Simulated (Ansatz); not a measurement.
Two shapes of singlet CH2F2.

Shape 1:

```xyz
5

C     0.5028   -0.0104   -0.0475
H     1.0938    0.6769    0.6109
H     1.1138   -0.6084   -0.6133
F    -0.3106    0.8060   -0.7436
F    -0.2633   -0.8180    0.7834
```

Shape 2:

```xyz
5

C     0.5303    0.0000    0.0000
H     1.2005    0.6977    0.6977
H     1.2005   -0.6977   -0.6977
F    -0.3102    0.8369   -0.8369
F    -0.3102   -0.8369    0.8369
```

Basis set: cc-pVTZ (spherical functions). Frozen core: 3 orbitals. Charge 0, multiplicity 1.

Computed with Ansatz (development build ahead of 0.2.0); each method stands on the lowest determinant of its kind that the runs found.

Task: Which shape is lower in energy, and by how much in each method?

Result:

```json
{"method": "RHF", "E(2) − E(1) (eV)": "0.831"}
{"method": "RHF-MP2", "E(2) − E(1) (eV)": "0.552"}
```

Shape 1 is lower. Caution: no unrestricted run beside it, a lower state can exist.
